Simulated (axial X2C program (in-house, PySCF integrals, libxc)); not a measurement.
Values are calculated unless marked as measured or tabulated.
## NaP⁺: input and output

Program: an in-house all-electron X2C program for linear molecules (integrals from PySCF).

The run was started with this input:
```json
{"zs": [15, 11], "q": 1, "bas": ["dyall-v3z", "dyall-cv3z"], "levels": ["PBE0", "HF", "PBEsol"], "cc": true, "r0": 2.62, "thr": -2.0, "nmax": 90, "npts": 10, "nst": 2, "ntry": 6}
```
```bash
python so2c.py task.json out
```

Keys: zs atomic numbers; q charge; bas basis sets; levels methods; cc coupled cluster on or off; r0 starting distance in Å; thr threshold in hartree for freezing inner shells (an s shell follows its p shell); nmax most natural virtual spinors; npts points on the curve; nst determinants followed; ntry starts of the search. HF also brings MP2.

Output of the HF step, 2c, at R = 3.055 Å for the state Ω = 3/2. It starts from PBE0 orbitals of this distance.

```
two-component X2C + atomic mean field  HF
basis functions 118  fitting functions 616  grid points 4364
iter        total energy     max residual
   1       -503.359160889     1.21e-01
   2       -503.367817371     5.04e-03
   3       -503.367980418     1.22e-03
   4       -503.367997420     6.36e-04
   5       -503.368003467     3.09e-04
   6       -503.368005028     1.73e-04
   7       -503.368005602     6.86e-05
   8       -503.368005700     2.35e-05
   9       -503.368005718     1.41e-05
  10       -503.368005723     1.23e-05
  11       -503.368005729     9.12e-06
  12       -503.368005734     1.09e-05
  13       -503.368005738     8.56e-06
  14       -503.368005740     3.47e-06
  15       -503.368005740     1.27e-06
converged
one-electron -752.43951000  Coulomb 257.21068402  exact exchange -36.65728234  xc functional 0.00000000  nuclear repulsion 28.58076589  atomic mean-field constant -0.06266331
correlated 13  virtual 191  natural virtual 90  E(MP2) -0.352833739  MP2 remainder -0.009675407
iter   CCSD correlation   residual
   1     -0.359911888   8.68e-02
   2     -0.365613032   2.40e-02
   3     -0.365550035   5.16e-03
   4     -0.365593107   1.65e-03
   5     -0.365592313   5.86e-04
   6     -0.365591051   2.45e-04
   7     -0.365593697   9.11e-05
   8     -0.365593490   5.16e-05
   9     -0.365593274   3.50e-05
  10     -0.365593544   1.09e-05
  11     -0.365593583   4.30e-06
  12     -0.365593628   2.69e-06
  13     -0.365593633   1.94e-06
(T) -0.006499693  T1 0.0059  D1 0.0146  max T2 0.081
```
Energies are in hartree; totals compare only within one Hamiltonian and basis. T1 in the output is the amplitude norm over the root of the electron number; divide by √2 for the Lee–Taylor value.
